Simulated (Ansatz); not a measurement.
FH₂SSi (`F[SiH]S`) radical, 5 atoms. Total charge 0; spin multiplicity 2. All runs use 2 threads of a server CPU on a shared host. Correlated methods freeze the cores. Open-shell runs search over several starts.

(1) Give the basis size and wall time and peak host memory of each of these runs in Ansatz. UKS ωB97M-V/def2-QZVPP energy; UKS B2PLYP (frozen core)/def2-TZVPP energy; UKS ωB97M-V/def2-SVP energy; UHF-MP2/def2-QZVPP energy; UKS PBE0-D4/def2-QZVPP energy; UKS PBE0-D4/def2-SVP energy; direct RPA on PBE orbitals/def2-TZVPP energy; UHF-CCSD(T)/def2-TZVPP energy; UKS revPBE-D4/def2-TZVPP energy; UKS PBE0-D4/def2-TZVP frequencies; UKS PBE0-D4/def2-TZVP relaxation (7 steps); UKS BHLYP-D4/def2-TZVPP energy. (An estimate is asked.)

Answers

(1) The calculation gave: Other jobs shared the machine, so times are rough.

```csv
level,job,functions,wall time,peak host memory (GiB)
UKS PBE0-D4/def2-SVP,energy,60,1.3 s,0.13
UKS revPBE-D4/def2-TZVPP,energy,143,2 s,0.17
UKS BHLYP-D4/def2-TZVPP,energy,143,2.8 s,0.35
direct RPA on PBE orbitals/def2-TZVPP,energy,143,3.4 s,0.24
UKS B2PLYP (frozen core)/def2-TZVPP,energy,143,4.1 s,0.29
UKS ωB97M-V/def2-SVP,energy,60,6 s,0.25
UKS PBE0-D4/def2-QZVPP,energy,257,8 s,0.7
UHF-MP2/def2-QZVPP,energy,257,11 s,0.75
UKS PBE0-D4/def2-TZVP,relaxation (7 steps),117,20 s,0.24
UKS ωB97M-V/def2-QZVPP,energy,257,21 s,0.91
UHF-CCSD(T)/def2-TZVPP,energy,143,51 s,1.8
UKS PBE0-D4/def2-TZVP,frequencies,117,53 s,0.24
```
